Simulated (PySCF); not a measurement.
# Partial charges of `CPCC#N`

Compound: C₃H₆NP.
Geometry (GFN2-xTB, Å), atoms numbered from 1 in this order:
```xyz
11
C3H6NP angstrom
C     -1.5325   -0.2446   -0.0186
P     -0.4271    1.1839    0.3788
C      1.1488    0.5670   -0.4521
C      1.5054   -0.7309    0.0302
N      1.7437   -1.7683    0.4506
H     -1.8092   -0.1997   -1.0719
H     -2.4392   -0.1526    0.5768
H     -1.0491   -1.1969    0.1936
H     -0.0676    0.7263    1.6558
H      0.9813    0.5403   -1.5331
H      1.9509    1.2782   -0.2360
```

Density: PBE0/pcSseg-1 (PySCF); schemes: Mulliken, IAO, Hirshfeld and ESP-fitted. Isolated species at its GFN2-xTB geometry (one conformer only).

Task: Which atoms carry the lowest charge in the Mulliken, IAO, Hirshfeld and ESP-fitted schemes?

Result: The schemes don't all agree: Mulliken C1 (-0.531); IAO C1 (-0.611); Hirshfeld N5 (-0.232); ESP-fitted N5 (-0.451).

Task: At which atom do the 4 schemes differ most?

Result: At P2: from -0.257 (ESP-fitted) to +0.375 e (IAO), 0.632 e apart.

Task: For which atoms does the sign change between the 4 schemes (beyond +0.03 e in one, beyond −0.03 e in another)?

Result: P2.

Task: What partial charge does each atom carry?

Result: In e:

| atom | environment | Mulliken | IAO | Hirshfeld | ESP-fitted |
| --- | --- | --- | --- | --- | --- |
| C1 | sp3 carbon bound to phosphorus | -0.531 | -0.611 | -0.163 | -0.130 |
| P2 | phosphine phosphorus | +0.210 | +0.375 | +0.139 | -0.257 |
| C3 | sp3 carbon bound to phosphorus | -0.416 | -0.478 | -0.088 | -0.239 |
| C4 | nitrile carbon | +0.048 | +0.134 | +0.079 | +0.311 |
| N5 | nitrile nitrogen | -0.251 | -0.260 | -0.232 | -0.451 |
| H6 | methyl hydrogen | +0.149 | +0.157 | +0.046 | +0.100 |
| H7 | methyl hydrogen | +0.156 | +0.165 | +0.051 | +0.091 |
| H8 | methyl hydrogen | +0.171 | +0.160 | +0.041 | +0.061 |
| H9 | P–H hydrogen | +0.072 | -0.022 | -0.010 | +0.170 |
| H10 | methylene hydrogen | +0.194 | +0.188 | +0.068 | +0.182 |
| H11 | methylene hydrogen | +0.199 | +0.192 | +0.069 | +0.161 |

Mean size of the charges over all atoms: IAO 0.249 e, Mulliken 0.218 e, ESP-fitted 0.196 e, Hirshfeld 0.090 e. Each set sums to the total charge, 0, to within 0.001 e. The IAO scheme projects the occupied orbitals on a minimal set of polarised atomic orbitals and counts the electrons in each atom's part of it.

Task: How many electrons does the Hirshfeld scheme count on C4?

Result: Z − q = 6 − (+0.079) = 5.921.

Task: How closely do the schemes follow one another over all atoms?

Result: Correlation coefficient and root-mean-square difference: Mulliken with IAO 0.98, 0.070 e; IAO with Hirshfeld 0.88, 0.209 e; Mulliken with Hirshfeld 0.86, 0.173 e; Hirshfeld with ESP-fitted 0.63, 0.176 e; Mulliken with ESP-fitted 0.57, 0.224 e; IAO with ESP-fitted 0.49, 0.272 e.

Task: Sum the charges by element, for elements with more than one atom.

Result: 
```tsv
element	atoms	Mulliken	IAO	Hirshfeld	ESP-fitted
C	3	-0.900	-0.955	-0.172	-0.057
H	6	+0.941	+0.840	+0.265	+0.765
```
